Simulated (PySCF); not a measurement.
Do core-level shifts follow atomic charges?

C3H4FN.
Structure used (PBE0-D3(BJ)/def2-SVP), in Å, numbered top down from 1:
```
atom  x, y, z in Å
F1    -1.418    1.035   -0.836
C2    -1.098    0.079    0.099
C3     0.259   -0.497   -0.178
C4     1.471    0.196    0.203
N5     1.196   -0.730    0.998
H6    -1.106    0.539    1.101
H7    -1.872   -0.707    0.066
H8     0.304   -1.248   -0.980
H9     2.232    0.965    0.053
```

Binding energies: delta-SCF UKS SCAN, pcX-2 on the ionised atom, pcseg-1 elsewhere, spin-free X2C in PySCF. Charges: PBE0/pcSseg-1 ground-state density, for the ionised atom.

| atom | environment | C 1s (eV) | Mulliken (e) | IAO (e) | Hirshfeld (e) | ESP (e) |
| --- | --- | --- | --- | --- | --- | --- |
| C3 | sp3 carbon bound to nitrogen | 292.13 | -0.210 | -0.074 | -0.024 | -0.103 |
| C4 | C=N carbon | 292.75 | +0.084 | +0.018 | +0.056 | +0.167 |
| C2 | sp3 C–F carbon | 293.31 | +0.241 | +0.031 | +0.018 | +0.013 |

How well does each charge scheme correlate with the binding energies over these sites?

Mulliken: r = 0.99, slope 2.6 eV per e; IAO: r = 0.93, slope 9.5 eV per e; Hirshfeld: r = 0.55, slope 8.1 eV per e; ESP: r = 0.45, slope 2.0 eV per e. Mulliken charges have the highest r, on only 3 points.

The point-charge model writes a binding energy as kq + V + constant, with V the potential of the other atoms' charges at the site. What does it give with the Hirshfeld charges?

V = Σ 14.40 eV Å × q/r over all other atoms: +0.25 eV at C3, -0.47 eV at C4, -0.24 eV at C2. Fitting binding energy − V to q gives k = 17.1 eV per e and leaves an rms residual of 0.46 eV, against 0.40 eV for the fit on q alone. The model has no term for differences in relaxation between sites.

Spin contamination (⟨S²⟩ against 0.75 for a pure doublet) is marked for C 1s of C4 (0.92), which makes this value less certain. One conformer (not necessarily the lowest) at the PBE0-D3(BJ)/def2-SVP geometry, without solvent, vibrations or thermal averaging.
